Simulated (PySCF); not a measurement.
# BH3S (SMILES BS): PBE/STO-6G

Aim: the energy change on altering one bond length of BH3S at PBE/STO-6G, from 2 runs. The job is set up through a Python script.

Program for the calculation: PySCF 2.14.0.

11 further runs of the same task are left out: 11 set aside as unsound or not needed.

## Step 1: The system as given

The species is BH3S (5 atoms), meant as a singlet with charge 0. SMILES: `BS`. The shape is that of a PBE0-D4/def2-TZVP optimisation.

Bond lengths: B1–S2 1.765 Å, B1–H3 1.192 Å, B1–H4 1.190 Å, S2–H5 1.344 Å. Angles: B1–S2–H5 99.2°, S2–B1–H3 115.8°, S2–B1–H4 121.4°, H3–B1–H4 122.7°.

## Step 2: The energy at PBE/STO-6G

The input, run.py:

```python
from pyscf import gto, dft

mol = gto.M(
    atom='''
B     -0.392100    -0.421000     0.088100
S      0.161700     1.236900    -0.154300
H     -1.562900    -0.556400     0.264200
H      0.367100    -1.337600     0.074200
H      1.476100     1.004400    -0.313600
''',
    max_memory=1860,
    charge=0,
    verbose=4,
    spin=0,
    basis='sto-6g',
)

calc0 = dft.RKS(mol)
calc0.xc = 'pbe'
calc0.conv_tol = 1e-10
calc0.grids.level = 5
calc0.kernel()
if not calc0.converged:
    calc0 = calc0.newton().run(calc0.mo_coeff, calc0.mo_occ)

energy = calc0.e_tot
print(f'total energy: {energy:.8f} hartree')
```

Started as:

```bash
$ OMP_NUM_THREADS=1 python run.py
```

The log of the run:

```text
PySCF version 2.14.0

[INPUT] num. atoms = 5
[INPUT] num. electrons = 24
[INPUT] charge = 0
[INPUT] spin (= nelec alpha-beta = 2S) = 0
[INPUT] symmetry False subgroup None
[INPUT] Mole.unit = angstrom
[INPUT] Symbol           X                Y                Z      unit          X                Y                Z       unit  Magmom
[INPUT]  1 B     -0.392100000000  -0.421000000000   0.088100000000 AA   -0.740961613442  -0.795574698442   0.166484871574 Bohr   0.0
[INPUT]  2 S      0.161700000000   1.236900000000  -0.154300000000 AA    0.305568714342   2.337402243475  -0.291584741020 Bohr   0.0
[INPUT]  3 H     -1.562900000000  -0.556400000000   0.264200000000 AA   -2.953452960083  -1.051443615708   0.499265642110 Bohr   0.0
[INPUT]  4 H      0.367100000000  -1.337600000000   0.074200000000 AA    0.693718460328  -2.527697664218   0.140217678443 Bohr   0.0
[INPUT]  5 H      1.476100000000   1.004400000000  -0.313600000000 AA    2.789424732470   1.898040919513  -0.592618112664 Bohr   0.0

nuclear repulsion = 43.0705489845279
number of shells = 11
number of NR pGTOs = 102
number of NR cGTOs = 17
basis = sto-6g
ecp = {}

******** <class 'pyscf.dft.rks.RKS'> ********
method = RKS
initial guess = minao
damping factor = 0
level_shift factor = 0
DIIS = <class 'pyscf.scf.diis.CDIIS'>
diis_start_cycle = 1
diis_space = 8
diis_damp = 0
SCF conv_tol = 1e-10
SCF conv_tol_grad = None
SCF max_cycles = 50
direct_scf = True
direct_scf_tol = 1e-13
XC library pyscf.dft.libxc version 7.0.0
    S. Lehtola, C. Steigemann, M. J.T. Oliveira, and M. A.L. Marques.,  SoftwareX 7, 1–5 (2018)
XC functionals = pbe
    J. P. Perdew, K. Burke, and M. Ernzerhof.,  Phys. Rev. Lett. 77, 3865 (1996)
    J. P. Perdew, K. Burke, and M. Ernzerhof.,  Phys. Rev. Lett. 78, 1396 (1997)
    J. P. Perdew, K. Burke, and M. Ernzerhof.,  Phys. Rev. Lett. 77, 3865 (1996)
    J. P. Perdew, K. Burke, and M. Ernzerhof.,  Phys. Rev. Lett. 78, 1396 (1997)
radial grids:
    Treutler-Ahlrichs [JCP 102, 346 (1995); DOI:10.1063/1.469408] (M4) radial grids

becke partition: Becke, JCP 88, 2547 (1988); DOI:10.1063/1.454033
pruning grids: <function nwchem_prune>
grids dens level: 5
symmetrized grids: False
atomic radii adjust function: <function treutler_atomic_radii_adjust>
small_rho_cutoff = 0
Set gradient conv threshold to 1e-05
Initial guess from minao.
tot grids = 156832
init E= -422.985570215257
  HOMO = -0.257693254316868  LUMO = -0.0445638645870859  gap/eV = 5.79955
cycle= 1 E= -423.162686726974  delta_E= -0.177  |g|= 0.14  |ddm|= 2.54
  HOMO = -0.151218099498094  LUMO = 0.037199667088717  gap/eV = 5.12711
cycle= 2 E= -423.151848852629  delta_E= 0.0108  |g|= 0.224  |ddm|= 0.657
  HOMO = -0.1716039850643  LUMO = 0.0473371909839798  gap/eV = 5.95769
cycle= 3 E= -423.170943671665  delta_E= -0.0191  |g|= 0.0506  |ddm|= 0.428
  HOMO = -0.168871965155118  LUMO = 0.0400537333499471  gap/eV = 5.68516
cycle= 4 E= -423.172265109723  delta_E= -0.00132  |g|= 0.00725  |ddm|= 0.119
  HOMO = -0.167895185047121  LUMO = 0.0413591663945811  gap/eV = 5.69410
cycle= 5 E= -423.172286389448  delta_E= -2.13e-05  |g|= 0.00149  |ddm|= 0.0121
  HOMO = -0.168192226504801  LUMO = 0.0412736669187624  gap/eV = 5.69986
cycle= 6 E= -423.17228754465  delta_E= -1.16e-06  |g|= 0.000142  |ddm|= 0.00289
  HOMO = -0.168211233937054  LUMO = 0.0412777207233657  gap/eV = 5.70048
cycle= 7 E= -423.172287553489  delta_E= -8.84e-09  |g|= 6.26e-06  |ddm|= 0.000243
  HOMO = -0.168212094277789  LUMO = 0.0412773910403286  gap/eV = 5.70050
cycle= 8 E= -423.172287553506  delta_E= -1.66e-11  |g|= 1.01e-06  |ddm|= 1.15e-05
  HOMO = -0.168212287146441  LUMO = 0.0412775957957864  gap/eV = 5.70051
Extra cycle  E= -423.172287553505  delta_E= 5.68e-13  |g|= 1.82e-06  |ddm|= 5.02e-06
converged SCF energy = -423.172287553505
total energy: -423.17228755 hartree
```

Wall time 2.2 s (1 thread of Arm Neoverse V2, shared host); peak memory 0.19 GiB.

## Step 3: The distorted shape

The input, calc.py:

```python
from pyscf import gto, dft

molecule = gto.M(
    atom='''
B        1.715318      -0.177283      -0.228877
S        2.269118       1.480617      -0.471277
H       -1.562900      -0.556400       0.264200
H        2.474518      -1.093883      -0.242777
H        3.583518       1.248117      -0.630577
''',
    max_memory=1860,
    verbose=4,
    spin=0,
    charge=0,
    basis='sto-6g',
)

calc0 = dft.RKS(molecule, xc='pbe')
calc0.grids.level = 5
calc0.conv_tol = 1e-10
calc0.kernel()
if not calc0.converged:
    calc0 = calc0.newton().run(calc0.mo_coeff, calc0.mo_occ)

e_tot = calc0.e_tot
print('Final energy', e_tot)
```

Started as:

```bash
$ OMP_NUM_THREADS=1 python calc.py
```

The log of the run:

```text
PySCF version 2.14.0

[INPUT] num. atoms = 5
[INPUT] num. electrons = 24
[INPUT] charge = 0
[INPUT] spin (= nelec alpha-beta = 2S) = 0
[INPUT] symmetry False subgroup None
[INPUT] Mole.unit = angstrom
[INPUT] Symbol           X                Y                Z      unit          X                Y                Z       unit  Magmom
[INPUT]  1 B      1.715318000000  -0.177283000000  -0.228877000000 AA    3.241481236537  -0.335016316541  -0.432514846212 Bohr   0.0
[INPUT]  2 S      2.269118000000   1.480617000000  -0.471277000000 AA    4.288011564321   2.797960625375  -0.890584458807 Bohr   0.0
[INPUT]  3 H     -1.562900000000  -0.556400000000   0.264200000000 AA   -2.953452960083  -1.051443615708   0.499265642110 Bohr   0.0
[INPUT]  4 H      2.474518000000  -1.093883000000  -0.242777000000 AA    4.676161310306  -2.067139282318  -0.458782039344 Bohr   0.0
[INPUT]  5 H      3.583518000000   1.248117000000  -0.630577000000 AA    6.771867582449   2.358599301414  -1.191617830450 Bohr   0.0

nuclear repulsion = 40.029709925695
number of shells = 11
number of NR pGTOs = 102
number of NR cGTOs = 17
basis = sto-6g
ecp = {}

******** <class 'pyscf.dft.rks.RKS'> ********
method = RKS
initial guess = minao
damping factor = 0
level_shift factor = 0
DIIS = <class 'pyscf.scf.diis.CDIIS'>
diis_start_cycle = 1
diis_space = 8
diis_damp = 0
SCF conv_tol = 1e-10
SCF conv_tol_grad = None
SCF max_cycles = 50
direct_scf = True
direct_scf_tol = 1e-13
XC library pyscf.dft.libxc version 7.0.0
    S. Lehtola, C. Steigemann, M. J.T. Oliveira, and M. A.L. Marques.,  SoftwareX 7, 1–5 (2018)
XC functionals = pbe
    J. P. Perdew, K. Burke, and M. Ernzerhof.,  Phys. Rev. Lett. 77, 3865 (1996)
    J. P. Perdew, K. Burke, and M. Ernzerhof.,  Phys. Rev. Lett. 78, 1396 (1997)
    J. P. Perdew, K. Burke, and M. Ernzerhof.,  Phys. Rev. Lett. 77, 3865 (1996)
    J. P. Perdew, K. Burke, and M. Ernzerhof.,  Phys. Rev. Lett. 78, 1396 (1997)
radial grids:
    Treutler-Ahlrichs [JCP 102, 346 (1995); DOI:10.1063/1.469408] (M4) radial grids

becke partition: Becke, JCP 88, 2547 (1988); DOI:10.1063/1.454033
pruning grids: <function nwchem_prune>
grids dens level: 5
symmetrized grids: False
atomic radii adjust function: <function treutler_atomic_radii_adjust>
small_rho_cutoff = 0
Set gradient conv threshold to 1e-05
[... 1 set-up line as earlier in the session ...]
tot grids = 156832
init E= -422.797353377569
  HOMO = -0.162904101632318  LUMO = -0.107646499879507  gap/eV = 1.50364
cycle= 1 E= -422.615012356004  delta_E= 0.182  |g|= 0.445  |ddm|= 2.64
  HOMO = -0.287318696775437  LUMO = -0.154515245046828  gap/eV = 3.61377
cycle= 2 E= -421.537127061039  delta_E= 1.08  |g|= 1.47  |ddm|= 3.51
  HOMO = -0.118927383984549  LUMO = -0.0427287007702405  gap/eV = 2.07347
cycle= 3 E= -422.394606865826  delta_E= -0.857  |g|= 0.296  |ddm|= 1.81
  HOMO = -0.0641798856536023  LUMO = 0.106776644120008  gap/eV = 4.65196
cycle= 4 E= -422.509283573928  delta_E= -0.115  |g|= 0.387  |ddm|= 3.12
  HOMO = -0.0690898390433755  LUMO = 0.044306475444186  gap/eV = 3.08567
cycle= 5 E= -422.55818117364  delta_E= -0.0489  |g|= 0.354  |ddm|= 0.292
  HOMO = -0.0820841592169941  LUMO = 0.0515917846933187  gap/eV = 3.63751
cycle= 6 E= -422.548877366312  delta_E= 0.0093  |g|= 0.346  |ddm|= 0.0651
  HOMO = -0.0297808951799449  LUMO = 0.0215362560419808  gap/eV = 1.39641
cycle= 7 E= -422.664593095063  delta_E= -0.116  |g|= 0.421  |ddm|= 0.589
  HOMO = -0.046745750789471  LUMO = 0.0276011816263054  gap/eV = 2.02308
cycle= 8 E= -422.598498466772  delta_E= 0.0661  |g|= 0.382  |ddm|= 0.31
  HOMO = -0.0515178451145846  LUMO = 0.102939559267436  gap/eV = 4.20300
cycle= 9 E= -422.519904068753  delta_E= 0.0786  |g|= 0.346  |ddm|= 0.506
  HOMO = -0.00711614250137793  LUMO = 0.149643794228443  gap/eV = 4.26566
cycle= 10 E= -422.493850824777  delta_E= 0.0261  |g|= 0.405  |ddm|= 0.146
  HOMO = -0.0622175440425831  LUMO = 0.0828015384134597  gap/eV = 3.94617
[... cycles 11 to 40 left out ...]
cycle= 41 E= -422.8176356765  delta_E= -0.169  |g|= 0.343  |ddm|= 0.615
  HOMO = -0.0553485476044209  LUMO = -0.025251860227133  gap/eV = 0.81897
cycle= 42 E= -422.852860049785  delta_E= -0.0352  |g|= 0.246  |ddm|=  1.1
  HOMO = -0.0664636370460541  LUMO = -0.0391353221299364  gap/eV = 0.74364
cycle= 43 E= -422.856996058016  delta_E= -0.00414  |g|= 0.241  |ddm|= 0.883
  HOMO = -0.0680411138326091  LUMO = -0.0394911634651706  gap/eV = 0.77688
cycle= 44 E= -422.804467132768  delta_E= 0.0525  |g|= 0.375  |ddm|= 0.275
  HOMO = -0.0684202602132147  LUMO = -0.0414637786419816  gap/eV = 0.73352
cycle= 45 E= -422.888363759422  delta_E= -0.0839  |g|= 0.0415  |ddm|= 0.63
  HOMO = -0.0689237464838199  LUMO = -0.0418656144138824  gap/eV = 0.73629
cycle= 46 E= -422.889293460579  delta_E= -0.00093  |g|= 0.00129  |ddm|= 0.0707
  HOMO = -0.0691361406768736  LUMO = -0.0420364369198574  gap/eV = 0.73742
cycle= 47 E= -422.88922331385  delta_E= 7.01e-05  |g|= 0.0115  |ddm|= 0.0225
  HOMO = -0.0690583401983247  LUMO = -0.0420234327965532  gap/eV = 0.73566
cycle= 48 E= -422.889271753735  delta_E= -4.84e-05  |g|= 0.00649  |ddm|= 0.0315
  HOMO = -0.0690881395438215  LUMO = -0.0420324734772081  gap/eV = 0.73622
cycle= 49 E= -422.889294342663  delta_E= -2.26e-05  |g|= 0.00032  |ddm|= 0.0108
  HOMO = -0.0690893451038299  LUMO = -0.0420327333076111  gap/eV = 0.73625
cycle= 50 E= -422.889294396666  delta_E= -5.4e-08  |g|= 4.85e-05  |ddm|= 0.000476
SCF not converged.
SCF energy = -422.889294396666

******** <class 'pyscf.soscf.newton_ah.SecondOrderRKS'> ********
method = SecondOrderRKS
initial guess = minao
damping factor = 0
level_shift factor = 0
DIIS = <class 'pyscf.scf.diis.CDIIS'>
diis_start_cycle = 1
diis_space = 8
diis_damp = 0
SCF conv_tol = 1e-10
SCF conv_tol_grad = None
SCF max_cycles = 50
direct_scf = True
direct_scf_tol = 1e-13
XC library pyscf.dft.libxc version 7.0.0
    S. Lehtola, C. Steigemann, M. J.T. Oliveira, and M. A.L. Marques.,  SoftwareX 7, 1–5 (2018)
XC functionals = pbe
    J. P. Perdew, K. Burke, and M. Ernzerhof.,  Phys. Rev. Lett. 77, 3865 (1996)
    J. P. Perdew, K. Burke, and M. Ernzerhof.,  Phys. Rev. Lett. 78, 1396 (1997)
    J. P. Perdew, K. Burke, and M. Ernzerhof.,  Phys. Rev. Lett. 77, 3865 (1996)
    J. P. Perdew, K. Burke, and M. Ernzerhof.,  Phys. Rev. Lett. 78, 1396 (1997)
radial grids:
    Treutler-Ahlrichs [JCP 102, 346 (1995); DOI:10.1063/1.469408] (M4) radial grids

becke partition: Becke, JCP 88, 2547 (1988); DOI:10.1063/1.454033
pruning grids: <function nwchem_prune>
grids dens level: 5
symmetrized grids: False
atomic radii adjust function: <function treutler_atomic_radii_adjust>
small_rho_cutoff = 0
******** <class 'pyscf.dft.rks.RKS'> Newton solver flags ********
SCF tol = 1e-10
conv_tol_grad = None
max. SCF cycles = 50
direct_scf = True
direct_scf_tol = 1e-13
max_cycle_inner = 12
max_stepsize = 0.05
ah_start_tol = 1e+09
ah_level_shift = 0
ah_conv_tol = 1e-12
ah_lindep = 1e-14
ah_start_cycle = 1
ah_max_cycle = 40
ah_grad_trust_region = 2.5
kf_interval = 4
kf_trust_region = 5
canonicalization = True
Set conv_tol_grad to 1e-05
  HOMO = -0.0690965250091327  LUMO = -0.0420346564591983  gap/eV = 0.73639
Initial guess E= -422.889294396666  |g|= 4.85241e-05
macro= 0  E= -422.889294397938  delta_E= -1.27204e-09  |g|= 4.85241e-05  1 KF 3 JK
macro= 1  E= -422.889294397938  delta_E= -1.13687e-13  |g|= 3.8346e-06  1 KF 2 JK
Canonicalize SCF orbitals
macro X = 2  E=-422.889294397938  |g|= 3.8346e-06  total 3 KF 8 JK
converged SCF energy = -422.889294397938
Final energy -422.88929439793844
```

It took 9.3 s on 1 thread of Arm Neoverse V2, shared host; peak memory 0.21 GiB.

## Step 4: What came out

Level: PBE/STO-6G.

```
                                                         quantity          value
                                        first shape: total energy  -423.17229 Eh
                                       first shape: dipole moment         1.50 D
                                         first shape: HOMO energy       -4.58 eV
                                         first shape: LUMO energy        1.12 eV
                                       first shape: HOMO–LUMO gap        5.70 eV
                                    distorted shape: total energy  -422.88929 Eh
                                   distorted shape: dipole moment         3.10 D
                                     distorted shape: HOMO energy       -1.88 eV
                                     distorted shape: LUMO energy       -1.14 eV
                                   distorted shape: HOMO–LUMO gap        0.74 eV
energy change with the B1–H3 bond stretched from 1.192 to 3.337 Å       7.701 eV
```

**Reading.** One bond (distorted shape) is far stretched, which a spin-restricted single reference describes badly; a broken-symmetry solution may lie lower. With the B1–H3 bond stretched from 1.192 to 3.337 Å the energy rises by 7.70 eV (743 kJ/mol). The first shape isn't relaxed at this level, so the change isn't measured from a minimum. A restricted reference can't describe the breaking bond well at this length. The minimal basis adds a large error of its own. Mulliken charges (distorted shape) run from -0.11 on H3 to +0.15 on S2.
